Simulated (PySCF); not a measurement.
# Identify the compound

Molecular formula: C₉H₁₀N₂. Simulated spectra:

$^{1}$H NMR (300 MHz, computed): δ 7.81 (d, J = 9.8 Hz, 2H), 6.65 (d, J = 9.8 Hz, 2H), 3.02 (s, 6H).

$^{13}$C{$^{1}$H} NMR (computed): δ 164.4 (C), 149.6 (CH), 129.0 (C), 119.8 (CH), 110.7 (C), 42.6 (CH3).

PySCF 2.14.0 with density-fitted response routines calculation with geometry from PBE0-D3(BJ)/def2-SVP, GIAO CAM-B3LYP/pcSseg-2 shieldings and couplings computed with B3LYP/pcJ-1 (without the spin–dipole term); single conformer, relativity neglected, no solvent model, rapidly exchanging positions averaged.

Shifts are taken against calculated references (same method and geometry level): TMS for $^{1}$H, $^{13}$C.

Q: Propose a structure and justify it.

A: 
- Rings plus π bonds: 6 (1 ring in the answer).
- 6 carbon signals for 9 carbons: some carbons are equivalent by symmetry or fast rotation.
- Carbon types of the structure: 3 × C, 4 × CH, 2 × CH3, which accounts for all hydrogens.
- δC 164.4: aromatic carbon bearing nitrogen; the electronegative substituent deshields the carbon that carries it.
- δC 149.6, 119.8: aromatic CH.
- δC 129.0: nitrile carbon; typical of a nitrile.
- δC 110.7: substituted aromatic carbon.
- δC 42.6: methyl carbon bonded to N; pulled downfield by the heteroatom.
- δH 7.81, 6.65: hydrogen on an aromatic CH.
- δH 3.02: hydrogen on a methyl carbon bonded to N; its carbon carries N, hence the downfield position.
- The protons at 6.65 and 7.81 share a coupling of 9.8 Hz (vicinal, an ortho-type coupling).

Structure: `InChI=1S/C9H10N2/c1-11(2)9-5-3-8(7-10)4-6-9/h3-6H,1-2H3`.

The data come from this structure; uniqueness wasn't tested.

Multiplet labels drop couplings under 1 Hz and merge nearly equal ones. Couplings among chemically equivalent protons are left out too, so labels in AA′BB′ or AA′XX′ sets are apparent multiplicities. Unscaled 3J(H,H) at this level run about 10 % above measured values. Shifts are as computed, not scaled to solution data. Of 1313 compounds with measured shifts, 239 miss one by over three times the rms of a fit or turn the order of signals round; such compounds aren't used in these exercises.
